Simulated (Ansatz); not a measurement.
**MgCl2 (SMILES [Cl][Mg][Cl]): one structure at several levels**

One table from this session's results is given with a row withheld; the runs are named, their logs left out.

The runs use Ansatz 0.2.0, Gaussian basis; single points in def2-TZVPP.

Correlated methods freeze the cores. The outer core shell of Li, Na, Mg and K is correlated.

**Where the work starts**

SMILES `[Cl][Mg][Cl]`, 3 atoms, charge 0, spin multiplicity 1.

Atoms are counted from 1 here; the program's logs count them from 0.

Bond lengths: Cl1–Mg2 2.206 Å, Mg2–Cl3 2.030 Å. Angles: Cl1–Mg2–Cl3 174.0°.

As a file:

```
Cl    0.58480    1.98100    0.53700
Mg   -0.01930   -0.07140   -0.00050
Cl   -0.37360   -2.01620   -0.46150
```

Set-up of the first run:

run/in.yaml reads:

```yaml
crystal:
  periodic: [false, false, false]
  atoms:
    - {symbol: Cl, position_ang: [0.584800, 1.981000, 0.537000]}
    - {symbol: Mg, position_ang: [-0.019300, -0.071400, -0.000500]}
    - {symbol: Cl, position_ang: [-0.373600, -2.016200, -0.461500]}
basis:
  gaussian: {orbitals: def2-TZVPP}
correlation: {method: ccsd_t}
output: {forces: true}
```

No record of the launch command was kept for these runs.

Among the steps run: CCSD(T)/def2-TZVPP; PBE0-D4/def2-TZVPP; wB97M-V/def2-TZVPP; r2SCAN-D4/def2-TZVPP; PBE-D4/def2-TZVPP; r2SCAN0-D4/def2-TZVPP; LC-wPBE/def2-TZVPP.

One table of the session follows, with a row left open; its other results are not shown here.

| method | RMS force component (eV/Å) | angle to CCSD(T) forces (°) | dipole (D) |
| --- | --- | --- | --- |
| CCSD(T) | 1.305 | reference | 0.89 |
| PBE0-D4 | 1.257 | 1.9 | 0.88 |
| wB97M-V | 1.273 | 0.9 | 0.89 |
| r2SCAN-D4 | ? | ? | ? |
| PBE-D4 | 1.286 | 1.3 | 0.83 |
| r2SCAN0-D4 | 1.256 | 3.0 | 0.90 |
| LC-wPBE | 1.239 | 3.9 | 0.92 |

Q: Estimate the row for r2SCAN-D4 from the others.

**Answer.** RMS force component (eV/Å): 1.275; angle to CCSD(T) forces (°): 1.2; dipole (D): 0.88. In the column «RMS force component (eV/Å)» it lies between wB97M-V (1.273) and PBE-D4 (1.286).
